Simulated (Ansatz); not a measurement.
# CH4OS2: the cost of one run

Method: RKS B3LYP-D4/def2-SVPD, in Ansatz 0.2.0.

## Step 1: Starting point

Bond lengths: O1–C2 1.377 Å, C2–S3 1.856 Å, S3–S4 2.034 Å, O1–H5 0.966 Å, C2–H6 1.094 Å, C2–H7 1.089 Å, S4–H8 1.340 Å. Angles: O1–C2–S3 113.2°, O1–C2–H6 113.6°, O1–C2–H7 107.8°, S3–C2–H6 104.2°, S3–C2–H7 107.3°, H6–C2–H7 110.5°, C2–O1–H5 110.2°, C2–S3–S4 102.6°, S3–S4–H8 98.8°.

Structure file:

```xyz
8

O    -0.8553    0.9221   -0.7006
C     0.4051    0.7678   -0.1668
S     0.4639   -0.4583    1.2247
S     0.4435   -2.2410    0.2462
H    -1.4447    1.3298   -0.0533
H     0.8126    1.6860    0.2670
H     1.0576    0.3952   -0.9553
H    -0.8826   -2.4015    0.1382
```

## Step 2: Relaxing end A

Contents of input.yaml:

```yaml
crystal:
  periodic: [false, false, false]
  atoms:
    - { symbol: O, position_ang: [-0.85534, 0.92206, -0.7006] }
    - { symbol: C, position_ang: [0.40511, 0.76775, -0.16685] }
    - { symbol: S, position_ang: [0.4639, -0.45831, 1.22466] }
    - { symbol: S, position_ang: [0.4435, -2.24097, 0.2462] }
    - { symbol: H, position_ang: [-1.44472, 1.32976, -0.05326] }
    - { symbol: H, position_ang: [0.81257, 1.68604, 0.26703] }
    - { symbol: H, position_ang: [1.05762, 0.3952, -0.95533] }
    - { symbol: H, position_ang: [-0.88263, -2.40153, 0.13816] }
basis:
  gaussian: { orbitals: def2-SVPD }
hamiltonian:
  xc: b3lyp
  dispersion: d4
relax:
  f_tol: 0.02
  max_steps: 50
output:
  orbitals: {}
```

Started as:

```console
$ ansatz run input.yaml --threads 2 --pin off --max-ram 3072MiB --backend cpu --events-out ev --progress --plain --runs-dir out
```

Q: Estimate wall time and peak memory on 2 threads of Intel Xeon Platinum 8488C (Sapphire Rapids), shared host.

About 24 s, with a peak of 0.33 GiB.
